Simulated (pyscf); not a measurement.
methane (CH₄) + Cl–Sn•(Cl)–Cl → H₃C–Sn(Cl)(Cl)–Cl + H atom (H•), a substitution at C (doublet surface; C–H broken, C–Sn formed). Structures and frequencies: ωB97X-D3(BJ)/def2-SVP in PySCF. Energies in kcal/mol from the separated reactants.

Small-basis levels: PySCF, no dispersion term, spherical d functions. Open shells are spin-unrestricted. 

### Question
Quick B3LYP/6-31G*+LANL2DZ single points give ΔE‡ = 53.2 kcal/mol and ΔE = +43.9 kcal/mol. What does ωB97M-D3(BJ)/def2-TZVP give, and how far is the quick result from it?

### Answer
ωB97M-D3(BJ)/def2-TZVP gives ΔE‡ = 55.3 kcal/mol and ΔE = +42.0 kcal/mol. B3LYP/6-31G*+LANL2DZ lies 2.1 kcal/mol under it in the barrier and 1.9 kcal/mol over it in the reaction energy, so on this step it holds to within 3.0 kcal/mol. ωB97M-D3(BJ)/def2-TZVP has limits of its own. One saddle was located; it need not be the lowest between these sides. The angle at the attacked C is 180°. In the def2 sets elements past Kr carry core potentials, without spin-orbit coupling.
